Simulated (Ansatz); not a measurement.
## doublet PO: levels of theory in one basis

```csv
atom,x (Å),y (Å),z (Å)
P,0.0000,0.0000,0.0000
O,0.0000,0.0000,1.4760
```

Basis set: def2-SVP (spherical functions). Left uncorrelated: 6 orbitals. Correlation on ROHF uses semicanonical orbitals with singles. Charge 0, multiplicity 2.

Computed with Ansatz (development build ahead of 0.2.0); each method stands on the lowest determinant of its kind that the runs found.

| method | E − E(ROHF) (eV) | <S²> of the determinant |
| --- | --- | --- |
| ROHF | 0.00 | 0.75 |
| UHF | -0.14 | 0.77 |
| UHF-MP2 | -7.82 | 0.77 |
| ROHF-CCSD(T) | -8.39 | – |
| UHF-CCSD(T) | -8.39 | 0.77 |

**Question.** What does ROHF-MP2 give on the same scale?

**Answer.** -7.87 eV.

**Question.** Is a single determinant a sound starting point here?

**Answer.** By this sign, yes. Unrestricted orbitals gain 0.14 eV and <S²> is 0.77 against 0.75 for a pure state.
